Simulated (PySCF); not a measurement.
This PySCF input asks for the NMR shieldings of `C=C[P-]P`, [C$_{2}$H$_{5}$P$_{2}$]-; the geometry comes from GFN2-xTB.

```python
import basis_set_exchange as bse
import numpy as np
from pyscf import gto, dft
from pyscf.prop import nmr

atoms = """
C    -2.060176   -0.098525    0.180898
C    -0.783806    0.066065   -0.183393
P     0.633298   -0.446705    0.760895
P     2.075517    0.235564   -0.620128
H    -2.879071    0.236501   -0.441879
H    -2.325136   -0.574144    1.111520
H    -0.561298    0.551333   -1.131795
H     2.945554   -0.858426   -0.650213
H     2.968679    0.894332    0.230634
"""
names = dict.fromkeys(["C", "P", "H"], "pcSseg-1")
basis = {el: gto.basis.parse(bse.get_basis(n, elements=[el], fmt="nwchem")) for el, n in names.items()}
mol = gto.M(atom=atoms, basis=basis, charge=-1, verbose=0)
mf = dft.RKS(mol, xc="PBE0")
mf.grids.level = 2
mf.grids.alignment = dft.numint.BLKSIZE   # the property module wants whole blocks of grid points
mf.conv_tol = 1e-9
mf.kernel()

calc = nmr.RKS(mf)   # GIAO
C = mf.mo_coeff
Co = C[:, mf.mo_occ > 0]
resp = mf.gen_response(singlet=True, hermi=2)
def vind(x):   # induced exchange potential for any number of trial vectors
    d = np.einsum("pi,xij,qj->xpq", C, 2 * x.reshape(-1, C.shape[1], Co.shape[1]), Co, optimize=True)
    return np.einsum("xpq,pi,qj->xij", resp(d - d.transpose(0, 2, 1)), C, Co, optimize=True).ravel()
mo1, _ = nmr.rhf.solve_mo1(calc, with_cphf=vind)
sigma = calc.kernel(mo1)
for i, s in enumerate(sigma):   # ppm
    print("%2d %-2s %9.2f" % (i, mol.atom_pure_symbol(i), np.trace(s) / 3))
```

Task: Give the expected output.

Result: 
```
 0 C      99.27
 1 C       7.17
 2 P     463.09
 3 P     494.45
 4 H      27.75
 5 H      27.35
 6 H      24.36
 7 H      28.59
 8 H      28.59
```

These numbers come from an equivalent density-fitted implementation of the same equations, which agrees with the script to about 0.01 ppm for H and up to a few tenths of a ppm for heavy atoms, so last digits may differ.

Task: Turn these shieldings into chemical shifts. References, each an isolated molecule treated in the same way: TMS for ¹³C (σ = 186.93 ppm) and ¹H (σ = 31.72 ppm); ³¹P (σ = 318.38 ppm) against H3PO4.

Result: Averaging equivalent atoms: C 1: 179.8; C 0: 87.7; P 2: -144.7; P 3: -176.1; H 6: 7.36; H 5: 4.37; H 4: 3.96; H 7/8: 3.13 ppm. Experimental scales use liquid or dissolved standards, which lie at an offset from isolated H3PO4.

Size and cost of the density-fitted run: 107 basis functions, 9.6 s wall time on 1 thread of an Arm Neoverse N1, shared host; peak memory 0.46 GiB.
